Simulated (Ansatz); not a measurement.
Solid chlorine, treated with PBEsol (plane waves, PAW; Ansatz, an electronic-structure program).

Numerical settings: plane-wave cutoff 520 eV, 10×10×4 k mesh (along the axes of the cell as run), Fermi–Dirac smearing 0.01 eV, scalar-relativistic PAW data made under PBE.

Cell (measured lattice):

```cif
data_Cl8
_chemical_formula_sum 'Cl8'
_space_group_name_H-M_alt 'Cmce'
_space_group_IT_number 64
_space_group_name_Hall '-C 2ac 2'
_cell_length_a 6.30800
_cell_length_b 4.55830
_cell_length_c 8.15490
_cell_angle_alpha 90.000
_cell_angle_beta 90.000
_cell_angle_gamma 90.000
loop_
_atom_site_label
_atom_site_type_symbol
_atom_site_symmetry_multiplicity
_atom_site_Wyckoff_symbol
_atom_site_fract_x
_atom_site_fract_y
_atom_site_fract_z
_atom_site_occupancy
Cl1 Cl 8 f 0.00000 0.11054 0.10661 1
```
(The calculation used a cell of 4 atoms; values per cell refer to that cell.)

### Question
What does this level give for the band gap?

### Answer

* **band gap**: 2.41 eV (direct)

Note: cell and atoms aren't relaxed at this level (pressure -0.5 GPa).

The result took roughly 25 core-seconds.
